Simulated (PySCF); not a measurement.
Gas-phase reaction: 2 AlCl2F → 2 AlClF + Cl2

Computed with PySCF (xtb for GFN2) and rigid-rotor harmonic-oscillator thermochemistry at 1 bar. The comparison is the NASA 1993 polynomial table, which mixes measured and estimated data. After a fit of one offset per element over all species, the range-separated, M06-2X, PBE0/def2-QZVP and CCSD(T)/def2-TZVPP enthalpies, where run, lie to one side of the table for AlClF (+54 kJ/mol): a fault of the table's entry, another state or a shared error of the levels is possible; this was not checked at source. † marks an energy on the PBE0/def2-TZVP geometry and frequencies; other levels use their own. CCSD(T) freezes the core. 6-31G* has spherical d functions here. Open shells (unrestricted): AlClF (multiplicity 2); the rest are closed-shell singlets. GFN2 has no spin-polarisation term. B3LYP is the form with VWN-RPA correlation. For this reaction the table lies outside the span of B3LYP, CCSD(T), M06-2X, MP2, PBE0, r2SCAN, ωB97M-V, ωB97X-V in their largest bases here; which side is off was not settled. CCSD(T) isn't extrapolated to the basis-set limit; its ΔH°(298 K) is 755.5 kJ in def2-SVP and 734.4 kJ in def2-TZVPP. The harmonic model lacks anharmonicity and excited electronic states, which grow with temperature; levels with a mode under 35 cm⁻¹ are left out. The table's entry may be an old estimate for AlCl2F, AlClF (not checked at source).

```tsv
level	ΔH°(298 K), kJ	minus table	ΔG°(2000 K), kJ
table	602.5	-	290.2
B3LYP/6-31G*	703.0	100.5	383.8
B3LYP/def2-TZVP†	691.7	89.2	375.8
CCSD(T)/def2-SVP†	755.5	153.0	439.6
GFN2-xTB	658.5	56.0	340.5
HF/def2-TZVP†	679.7	77.2	363.8
M06-2X/def2-TZVP†	709.1	106.6	393.1
PBE/def2-TZVP†	666.5	64.0	350.6
PBE0/def2-QZVP†	693.5	91.0	377.6
PBE0/def2-SVP†	732.2	129.7	416.3
r2SCAN/def2-TZVP†	712.2	109.7	396.2
ωB97X-V/def2-TZVP†	738.6	136.1	422.6
```
